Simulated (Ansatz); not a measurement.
Results of HSE06-D3(BJ) in Ansatz (PAW) for body-centred tetragonal In.

From the output:

```
WARN output.stress: scf.exx.energy_threshold = 1e-6 eV is looser than the 1e-8 eV advised for a stress under a hybrid functional (1e-8 eV for each atom of the …
Crystal: 1 atoms, lattice volume = 24.770 Å³
Basis set: ecut = 460 eV, 549 PW (Γ), exchange–correlation on 48×48×48 points (8 copies of the dense FFT grid, shifted against one another)
Bands: 11, of which v1, the nominal top of the filled ones, is band 7 counted from 1 (6 counted from 0)
Symmetry: 16 space group operations
Space group: I4/mmm (ITA 139), of the structure as read, at distance tolerance 2.9e-5 Å
k-points: 244 of 2744
SCF iter   1: F=—  HF=-5598.336758 eV  |F-HF|=—  |Δ(HF+E_count)|=         —  Δρ=1.55e-3  dr2=3.27e-4
SCF iter   2: F=—  HF=-5598.337037 eV  |F-HF|=—  |Δ(HF+E_count)|=   2.79e-4  Δρ=8.03e-4  dr2=1.00e-4
  ...
SCF 1 converged in 6 iterations: F = -5598.337044 eV  dr2 = 2.94e-11
Crystal: 1 atoms, lattice volume = 24.770 Å³
Initial density: handed on by an earlier stage of this run
Crystal: 1 atoms, lattice volume = 24.770 Å³
SCF iter   4: F=—  HF=-5602.227943 eV  |F-HF|=—  |Δ(HF+E_count)|=  1.27e-10  Δρ=1.11e-6  dr2=2.67e-10
SCF iter   5: F=-5602.227943 eV  HF=-5602.227943 eV  |F-HF|=4.55e-11  |Δ(HF+E_count)|=   1.26e-9  Δρ=6.87e-7  dr2=6.25e-11
SCF 3 converged in 5 iterations: F = -5602.227943 eV  dr2 = 6.25e-11
Free energy (F): -5602.227943 eV
Internal energy: -5602.225708 eV  (E = F + TS)
E sigma→0 (E₀):  -5602.226825 eV
Fermi energy:    11.078699 eV
--- Stress (GPa, compression-positive) ---
        0.041376       0.000000       0.000000
        0.000000       0.041376       0.000000
        0.000000       0.000000       0.010122
  P = ⅓ Tr σ = 0.0310 GPa (0.310 kbar)
```

Problem. Write an input file that could have produced this run (the log leaves some choices open).

Solution. This is not unique; one that fits is 
Ansatz 0.2 input:
```yaml
crystal:
  lattice:
    - [-1.5899919311, 1.5899919311, 2.4494968958]
    - [1.5899919311, -1.5899919311, 2.4494968958]
    - [1.5899919311, 1.5899919311, -2.4494968958]
  atoms:
    - { symbol: In, position: [0.0, 0.0, 0.0] }
basis:
  ecutwfc: 460
  ecutrho_ratio: 4
  xc_grid: 2
kpoints:
  mp_grid: { grid: [14, 14, 14] }
hamiltonian:
  xc: hse06
  dispersion: d3bj
  pseudopotentials: { kind: paw }
scf:
  occupations: { method: fermi_dirac, width: 0.05 }
  convergence: { dr2_threshold: 0.0000000001 }
output:
  forces: false
  stress: true
  eigenvalues: true
```

The PAW data were made under PBE.

Note: the run warned that the count of filled bands differs between k points.

Ansatz is a quantum-chemistry and plane-wave program.
